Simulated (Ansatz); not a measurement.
## Re (model structure, started from the omega type, P6/mmm, No. 191, 3 atoms in the cell): properties by level of theory

| level (code) | equilibrium lattice constant a (Å) | lattice parameter c (Å) |
|---|---|---|
| PBE (Ansatz) | 4.381 | 2.743 |
| PBEsol (Ansatz) | 4.342 | 2.716 |
| PBE-D3(BJ) (Ansatz) | 4.355 | (withheld) |

Task: Some entries are withheld; supply them.

Result: 
- PBE-D3(BJ) (Ansatz, an electronic-structure program), lattice parameter c (Å): 2.722

Ansatz's density-functional and Hartree–Fock values are scalar-relativistic unless marked +SOC, with PAW data made under PBE.

Static lattice: no zero-point or thermal effects.

A model structure was made by putting elements into a prototype or built by hand; it is no filed structure, need not be a known phase, and can be a saddle point held by its symmetry.
